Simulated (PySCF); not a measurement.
# One molecule, a ladder of functionals, a line

Molecule: SMILES C=CCCCF, C5H9F.

Geometry:
```csv
atom,x (Å),y (Å),z (Å)
C1,2.663,-0.227,-0.031
C2,1.442,-0.453,0.457
C3,0.232,0.385,0.196
C4,-0.900,-0.393,-0.471
C5,-2.167,0.416,-0.610
F6,-2.629,0.794,0.630
H7,2.867,0.631,-0.679
H8,3.503,-0.886,0.203
H9,1.285,-1.329,1.101
H10,0.505,1.255,-0.424
H11,-0.152,0.786,1.150
H12,-0.590,-0.737,-1.472
H13,-1.125,-1.301,0.115
H14,-2.958,-0.169,-1.111
H15,-1.989,1.333,-1.201
```

GIAO shieldings (ppm, equivalent atoms averaged) in PySCF 2.14.0 with density-fitted response routines on the PBE0-D3(BJ)/def2-SVP geometry, basis pcSseg-1, gas phase, non-relativistic:

| functional | exact exchange (%) | σ(C5) | σ(C3) | σ(F6) |
| --- | --- | --- | --- | --- |
| BLYP | 0 | 87.0 | 136.9 | 403.2 |
| BP86 | 0 | 92.7 | 142.6 | 408.3 |
| PBE | 0 | 93.0 | 142.6 | 406.5 |
| PBE0 | 25 | 100.8 | 149.4 | 422.1 |
| mPW1PW91 | 25 | 100.0 | 148.8 | 422.1 |
| BHandHLYP | 50 | 102.3 | 150.2 | 432.2 |
| HF | 100 | 115.6 | 161.0 | 450.4 |

Q: Fit each shielding as a line in the percentage of exact exchange.

A: σ(C5) = 91.9 + 0.24 x (rms 2.4 ppm); σ(C3) = 141.7 + 0.20 x (rms 2.4 ppm); σ(F6) = 407.8 + 0.45 x (rms 2.7 ppm). The functionals also differ in their semilocal parts, which the line can't hold; Hartree–Fock has no correlation at all.

Q: What does the line predict for B3LYP (20 %), and what does the run give?

A: σ(C5): 96.7 predicted, 93.7 computed; σ(C3): 145.7 predicted, 142.9 computed; σ(F6): 416.8 predicted, 416.9 computed ppm.
